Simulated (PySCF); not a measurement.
Compound: C2HClN2S.
Bonds: Cl1–C2, C2–C3 (aromatic), C3–N4 (aromatic), N4–S5 (aromatic), S5–N6 (aromatic), C2–N6 (aromatic). Hydrogens: H7 on C3.

Probes without a nucleus sit at each ring's centroid and 1 Å off its mean plane on both sides; NICS is minus the shielding there, NICSzz its component along the normal. Level: GIAO PBE0/pcSseg-1 (PySCF, non-relativistic, gas phase) on the GFN2-xTB geometry, one conformer.

Ring bond lengths (Å), with Mayer bond orders in brackets: C2–C3 1.416 (1.17), C3–N4 1.309 (1.58), N4–S5 1.622 (1.22), S5–N6 1.617 (1.21), N6–C2 1.315 (1.55).

Problem. What do the NICS probes read (ppm)?

Solution. 
```json
{"ring": "C2–C3–N4–S5–N6", "type": "5-membered ring with 2 N and S; formal bonds all aromatic", "NICS(0)": "-13.8", "NICS(1), two faces": "-12.5 / -12.5", "NICS(1)zz, two faces": "-31.6 / -31.6", "rms pucker (Å)": "0.00", "centre to ring atoms, mean (Å)": "1.24"}
```

Problem. What do they say, and how far can they be read as aromaticity?

Solution. 
- C2–C3–N4–S5–N6: mean NICS(1)zz -31.6 ppm, shielded. For a flat ring without four-coordinate atoms the NICS criterion counts such a value as aromatic.

Problem. What field does 9.4 T along the ring normal induce along that normal at the first NICS(1) probe listed for ring C2–C3–N4–S5–N6, 1 Å off the ring?

Solution. NICSzz × B0 = -31.6 ppm × 9.4 T = -297 μT, against the applied field.
